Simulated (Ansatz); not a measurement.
# CH5FSi: the cost of one run

All numbers below are computed with Ansatz 0.2.0 (RKS PBE0/cc-pVDZ).

### Step 1. The starting structure

Bond lengths: Si1–H2 1.660 Å, Si1–C3 2.070 Å, C3–H4 1.110 Å, C3–H5 1.110 Å, C3–H6 1.110 Å, Si1–F7 1.589 Å, Si1–H8 1.459 Å. Angles: H2–Si1–C3 46.7°, H2–Si1–F7 121.2°, H2–Si1–H8 121.2°, C3–Si1–F7 122.7°, C3–Si1–H8 122.7°, F7–Si1–H8 109.5°, Si1–C3–H4 105.9°, Si1–C3–H5 79.7°, Si1–C3–H6 137.3°, H4–C3–H5 109.4°, H4–C3–H6 109.4°, H5–C3–H6 109.4°.

Structure file:

```xyz
8

Si    0.0000    0.0000    0.0000
H     0.7956    0.0000    1.4569
C     2.0030    0.0000    0.5226
H     2.3507   -1.0463    0.3944
H     2.0515    0.5276   -0.4528
H     2.6550    0.5187    1.2561
F    -0.7489    1.2974   -0.5295
H    -0.6877   -1.1914   -0.4862
```

### Step 2. A restrained relaxation towards end A

Springs on the bonds that form and break draw the guess towards this end; the thresholds are loose.

input.yaml

```yaml
crystal:
  periodic: [false, false, false]
  atoms:
    - { symbol: Si, position_ang: [0.0, 0.0, 0.0] }
    - { symbol: H, position_ang: [0.7956, 0.0, 1.4569] }
    - { symbol: C, position_ang: [2.003, 0.0, 0.5226] }
    - { symbol: H, position_ang: [2.3507, -1.0463, 0.3944] }
    - { symbol: H, position_ang: [2.0515, 0.5276, -0.4528] }
    - { symbol: H, position_ang: [2.655, 0.5187, 1.2561] }
    - { symbol: F, position_ang: [-0.7489, 1.2974, -0.5295] }
    - { symbol: H, position_ang: [-0.6877, -1.1914, -0.4862] }
basis:
  gaussian: { orbitals: cc-pVDZ }
hamiltonian:
  xc: pbe0
relax:
  f_tol: 0.15
  max_steps: 25
  restrain:
    - { distance: [1, 2], at: 2.31, k: 30.0 }
    - { distance: [0, 1], at: 1.46, k: 30.0 }
    - { distance: [0, 2], at: 1.87, k: 30.0 }
output:
  orbitals: {}
```

On the command line:

```
$ ansatz run input.yaml --threads 1 --pin off --max-ram 2048MiB --backend cpu --events-out ev --progress --plain --runs-dir out
```

What time and memory should one allow on 1 thread of AMD EPYC 9R45 (Zen 5), shared host?

About 10 s, with a peak of 0.16 GiB.
